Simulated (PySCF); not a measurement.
Species: nitrosomethane, CH3NO.
Numbering: `[CH3:1][N:2]=[O:3]` (hydrogens: H4, H5, H6 on C1)

Method: BHandHLYP/6-31+G* geometry optimisation, gas phase in PySCF 2.14.0; density fitting, grid level 1; the optimiser is geomeTRIC in internal coordinates, started from a GFN2-xTB structure.

Geometry at step 5:
```
atom  x, y, z in Å
C1     -0.4147   -0.0390   -0.0892
N2      0.9357   -0.4713    0.2575
O3      1.7230    0.4221    0.3069
H4     -1.0531   -0.3060    0.7499
H5     -0.7349   -0.6281   -0.9450
H6     -0.4515    1.0266   -0.2950
```

Problem. Give the atomic forces at this geometry.

Solution. 
| atom | Fx (eV/Å) | Fy (eV/Å) | Fz (eV/Å) |
| --- | --- | --- | --- |
| C1 | -0.149 | -0.025 | -0.029 |
| N2 | 0.041 | 0.046 | 0.009 |
| O3 | 0.113 | -0.012 | 0.009 |
| H4 | -0.021 | 0.000 | 0.003 |
| H5 | 0.009 | 0.000 | -0.002 |
| H6 | 0.006 | -0.009 | 0.009 |

The largest, 0.15 eV/Å, acts on C1; the rms over all components is 0.048 eV/Å. The forces sum to zero within rounding, as they must for an isolated molecule in no field.

Problem. Give the force on C1 in Eh/bohr and in nN.

Solution. 0.154 eV/Å ÷ 51.422 = 0.00299 Eh/bohr, and 0.154 eV/Å × 1.602 = 0.25 nN.

Problem. How far is this geometry from the end of the optimisation?

Solution. 0.001 eV above it, and 0.019 Å rms away after alignment. The bonds farthest from their final lengths, with half the difference of the two atoms' forces along the bond (positive lengthens):

```csv
bond,now (Å),final (Å),force along bond (eV/Å)
C1–N2,1.460,1.464,+0.08
```

The cost below is that of the whole optimisation. Hardware: one thread of an Intel Xeon Platinum 8488C, no GPU, shared host with 192 logical CPUs at a one-minute load of 22. Cost: 6.4 s, 0.28 GiB resident at most.
